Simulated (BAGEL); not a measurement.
# C3H4FN (SMILES [H]/N=C(\F)C=C): HF/6-31G(d) (density fitting with qzvpp-jkfit, spherical functions)

What is the energy change on altering one bond length of C3H4FN at HF/6-31G* (density fitting with qzvpp-jkfit, spherical functions)? 

The calculation is run with BAGEL 1.2.2.

## (1) The system as given

C3H4FN: 9 atoms, total charge 0, spin state singlet. SMILES: `[H]/N=C(\F)C=C`. The coordinates come from a PBE0-D4/def2-TZVP relaxation. This is one conformer, not always the lowest.

Bond lengths: C1–C2 1.328 Å, C2–C3 1.457 Å, C3–N4 1.252 Å, C3–F5 1.351 Å, C1–H6 1.083 Å, C1–H7 1.083 Å, C2–H8 1.083 Å, N4–H9 1.018 Å. Angles: C1–C2–C3 123.8°, C2–C3–N4 124.1°, C2–C3–F5 113.6°, N4–C3–F5 122.3°, C1–C2–H8 122.2°, C3–C2–H8 114.0°, C2–C1–H6 120.9°, C2–C1–H7 121.5°, C3–N4–H9 111.7°, H6–C1–H7 117.6°.

## (2) A single-point energy at HF/6-31G(d) (density fitting with qzvpp-jkfit, spherical functions)

Contents of input.json:

```json
{ "bagel": [

{
  "title": "molecule",
  "basis": "6-31gs.json",
  "df_basis": "qzvpp-jkfit",
  "angstrom": "true",
  "geometry": [
    { "atom": "C", "xyz": [   -0.024500,    0.153200,   -1.566100 ] },
    { "atom": "C", "xyz": [    0.150100,   -0.509500,   -0.429000 ] },
    { "atom": "C", "xyz": [   -0.020000,    0.085300,    0.889900 ] },
    { "atom": "N", "xyz": [    0.143400,   -0.534100,    1.965100 ] },
    { "atom": "F", "xyz": [   -0.376000,    1.387900,    0.854800 ] },
    { "atom": "H", "xyz": [    0.114700,   -0.336200,   -2.522000 ] },
    { "atom": "H", "xyz": [   -0.310000,    1.198000,   -1.573300 ] },
    { "atom": "H", "xyz": [    0.435500,   -1.554200,   -0.408600 ] },
    { "atom": "H", "xyz": [   -0.024500,    0.063400,    2.772000 ] }
  ]
},
{ "title": "hf" },
{ "title": "print", "file": "orbitals.molden", "orbitals": "true" }

]}
```

The basis set 6-31G* is read from a file made from the Basis Set Exchange's data (not shown).

Run with:

```console
$ BAGEL_NUM_THREADS=1 BAGEL input.json > input.out
```

Log:

```text
* using 1 threads per process

  ===============================================================
  ===============================================================

  *** Geometry ***

  { "atom" : "C", "xyz" : [     -0.046298,      0.289506,     -2.959500 ] },
  { "atom" : "C", "xyz" : [      0.283648,     -0.962815,     -0.810693 ] },
  { "atom" : "C", "xyz" : [     -0.037795,      0.161194,      1.681667 ] },
  { "atom" : "N", "xyz" : [      0.270987,     -1.009303,      3.713501 ] },
  { "atom" : "F", "xyz" : [     -0.710537,      2.622751,      1.615338 ] },
  { "atom" : "H", "xyz" : [      0.216752,     -0.635326,     -4.765889 ] },
  { "atom" : "H", "xyz" : [     -0.585815,      2.263892,     -2.973106 ] },
  { "atom" : "H", "xyz" : [      0.822976,     -2.937012,     -0.772142 ] },
  { "atom" : "H", "xyz" : [     -0.046298,      0.119809,      5.238321 ] },

  Number of auxiliary basis functions:      451

  Since a DF basis is specified, we compute 2- and 3-index integrals:
    o Being stored without compression. Storage requirement is 0.022 GB

  Number of basis functions:       78
  Number of electrons      :       38

    * METHOD: MOLECULE                             0.17

  *** RHF ***

  === Nuclear Repulsion ===
   161.5620718595

      * DIIS with orbital gradients will be used.

  === RHF iteration (6-31gs.json) ===
      0       -269.56944491          0.02126018           0.04
      1       -269.72190172          0.01300217           0.04
      2       -269.78295996          0.00205633           0.04
      3       -269.78557591          0.00076960           0.04
      4       -269.78591827          0.00022757           0.04
      5       -269.78598418          0.00011897           0.04
      6       -269.78599765          0.00004918           0.04
      7       -269.78600099          0.00001465           0.04
      8       -269.78600114          0.00000595           0.04
      9       -269.78600117          0.00000241           0.04
     10       -269.78600117          0.00000093           0.04
     11       -269.78600117          0.00000026           0.04
     12       -269.78600117          0.00000014           0.04
     13       -269.78600117          0.00000006           0.04
     14       -269.78600117          0.00000002           0.04
     15       -269.78600117          0.00000001           0.04
    * SCF iteration converged.

    * Permanent dipole moment:
           (    0.059890,    -0.231100,     0.585986) a.u.

    * METHOD: HF                                   0.74

    * METHOD: PRINT                                0.01

  ===============================================================
```

Run time: 1.1 s. Hardware: 1 thread of Arm Neoverse V2, shared host; peak memory 0.1 GiB.

## (3) The distorted shape

Contents of input.json:

```json
{ "bagel" : [

{
  "title" : "molecule",
  "basis" : "6-31gs.json",
  "df_basis" : "qzvpp-jkfit",
  "angstrom" : true,
  "geometry" : [
    { "atom" : "C", "xyz" : [      -0.234016,       0.948426,      -2.930595 ] },
    { "atom" : "C", "xyz" : [       0.150100,      -0.509500,      -0.429000 ] },
    { "atom" : "C", "xyz" : [      -0.020000,       0.085300,       0.889900 ] },
    { "atom" : "N", "xyz" : [       0.143400,      -0.534100,       1.965100 ] },
    { "atom" : "F", "xyz" : [      -0.376000,       1.387900,       0.854800 ] },
    { "atom" : "H", "xyz" : [      -0.094816,       0.459026,      -3.886495 ] },
    { "atom" : "H", "xyz" : [      -0.519516,       1.993226,      -2.937795 ] },
    { "atom" : "H", "xyz" : [       0.435500,      -1.554200,      -0.408600 ] },
    { "atom" : "H", "xyz" : [      -0.024500,       0.063400,       2.772000 ] }
  ]
},

{
  "title" : "hf"
},

{
  "title" : "print",
  "file" : "orbitals.molden",
  "orbitals" : true
}

]}
```

The basis set 6-31G* is read from a file made from the Basis Set Exchange's data (not shown).

Run with:

```console
$ BAGEL_NUM_THREADS=1 BAGEL input.json > input.out
```

Log:

```text
* using 1 threads per process

  ===============================================================
  ===============================================================

  *** Geometry ***

  { "atom" : "C", "xyz" : [     -0.442226,      1.792265,     -5.538022 ] },
  { "atom" : "C", "xyz" : [      0.283648,     -0.962815,     -0.810693 ] },
  { "atom" : "C", "xyz" : [     -0.037795,      0.161194,      1.681667 ] },
  { "atom" : "N", "xyz" : [      0.270987,     -1.009303,      3.713501 ] },
  { "atom" : "F", "xyz" : [     -0.710537,      2.622751,      1.615338 ] },
  { "atom" : "H", "xyz" : [     -0.179176,      0.867433,     -7.344411 ] },
  { "atom" : "H", "xyz" : [     -0.981743,      3.766651,     -5.551628 ] },
  { "atom" : "H", "xyz" : [      0.822976,     -2.937012,     -0.772142 ] },
  { "atom" : "H", "xyz" : [     -0.046298,      0.119809,      5.238321 ] },

  Number of auxiliary basis functions:      451

  Since a DF basis is specified, we compute 2- and 3-index integrals:
    o Being stored without compression. Storage requirement is 0.022 GB

  Number of basis functions:       78
  Number of electrons      :       38

    * METHOD: MOLECULE                             0.16

  *** RHF ***

  === Nuclear Repulsion ===
   141.6781692134

      * DIIS with orbital gradients will be used.

  === RHF iteration (6-31gs.json) ===
      0       -268.91883583          0.02585409           0.04
      1       -267.91130313          0.04184001           0.04
      2       -269.20214222          0.01565670           0.04
      3       -269.33849023          0.00708876           0.04
      4       -269.38441878          0.00375035           0.04
      5       -269.40005588          0.00181977           0.04
      6       -269.40593372          0.00074657           0.04
      7       -269.40702311          0.00014522           0.04
      8       -269.40703974          0.00004883           0.04
      9       -269.40704174          0.00002093           0.04
     10       -269.40704203          0.00000912           0.04
     11       -269.40704209          0.00000310           0.04
     12       -269.40704210          0.00000174           0.04
     13       -269.40704211          0.00000136           0.04
     14       -269.40704211          0.00000132           0.04
     15       -269.40704212          0.00000135           0.04
     16       -269.40704211          0.00000122           0.04
     17       -269.40704208          0.00000057           0.04
     18       -269.40704208          0.00000029           0.04
     19       -269.40704208          0.00000012           0.04
     20       -269.40704208          0.00000007           0.04
     21       -269.40704208          0.00000004           0.04
     22       -269.40704208          0.00000003           0.04
     23       -269.40704208          0.00000002           0.04
     24       -269.40704208          0.00000002           0.04
     25       -269.40704208          0.00000002           0.04
     26       -269.40704208          0.00000002           0.04
     27       -269.40704208          0.00000002           0.04
     28       -269.40704208          0.00000002           0.04
     29       -269.40704208          0.00000002           0.04
     30       -269.40704208          0.00000001           0.04
     31       -269.40704208          0.00000001           0.04
    * SCF iteration converged.

    * Permanent dipole moment:
           (    0.207118,    -0.802289,     2.133616) a.u.

    * METHOD: HF                                   1.39

    * METHOD: PRINT                                0.01

  ===============================================================
```

It took 1.7 s on 1 thread of Arm Neoverse V2, shared host; peak memory 0.1 GiB.

## (4) Results

At HF/6-31G* (density fitting with qzvpp-jkfit, spherical functions):

```
                                                         quantity          value
                                        first shape: total energy  -269.78600 Eh
                                       first shape: dipole moment         1.61 D
                                         first shape: HOMO energy      -10.27 eV
                                         first shape: LUMO energy        2.91 eV
                                       first shape: HOMO–LUMO gap       13.18 eV
                                    distorted shape: total energy  -269.40704 Eh
                                   distorted shape: dipole moment         5.82 D
                                     distorted shape: HOMO energy       -8.13 eV
                                     distorted shape: LUMO energy        0.43 eV
                                   distorted shape: HOMO–LUMO gap        8.56 eV
energy change with the C1–C2 bond stretched from 1.328 to 2.921 Å      10.312 eV
```

What this shows: One bond (distorted shape) is far stretched, which a spin-restricted single reference describes badly; a broken-symmetry solution may lie lower. With the C1–C2 bond stretched from 1.328 to 2.921 Å the energy rises by 10.31 eV (238 kcal/mol). The first shape isn't relaxed at this level, so the change isn't measured from a minimum. A restricted reference can't describe the breaking bond well at this length.
